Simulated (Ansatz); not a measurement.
BH2SCl (SMILES SBCl): methods side by side

BH2SCl: 5 atoms, total charge 0, spin state singlet. SMILES: `SBCl`. Geometry: relaxed at PBE0-D4/def2-TZVP. This is one conformer, not always the lowest.

```xyz
5

S    -1.2945   -0.0088   -0.3235
B     0.4029   -0.2178    0.1647
Cl    0.8887   -1.7389    0.8689
H    -1.1576    1.2482   -0.7771
H     1.2104    0.6434    0.0257
```

Quantity: the energy change with the S1–H4 bond stretched from 1.343 to 1.679 Å, in eV. The values are calculated.

| level | kind | program | value (eV) | less FCI/STO-3G |
| --- | --- | --- | --- | --- |
| HF/STO-3G (restricted) | Hartree–Fock | Ansatz | 1.47 | +0.56 |
| SVWN5/STO-3G (restricted) | LDA | Ansatz | 0.93 | +0.02 |
| B3LYP/STO-3G (restricted) | global hybrid | Ansatz | 0.98 | +0.07 |
| r2SCAN0/STO-3G (restricted) | hybrid meta-GGA | Ansatz | 1.13 | +0.22 |
| CAM-B3LYP/STO-3G (restricted) | range-separated hybrid | Ansatz | 1.10 | +0.19 |
| RPA@PBE/STO-3G (restricted) | RPA | Ansatz | 0.87 | -0.04 |
| CCSD/STO-3G (restricted) | coupled cluster or CI | Ansatz | 0.92 | +0.01 |
| CCSDT(Q)/STO-3G (restricted) | coupled cluster or CI | Ansatz | 0.91 | 0.00 |
| FCI/STO-3G | exact in the basis | Ansatz | 0.91 | 0.00 |

FCI/STO-3G is exact within its basis and frozen core, so for wave-function methods in that basis the difference is their error; functionals converge differently with the basis, so for them it is only a difference. The first shape isn't each level's own minimum. The values span 0.87 to 1.47 eV. All rows use very small basis sets, so even the best lies far from the true value.
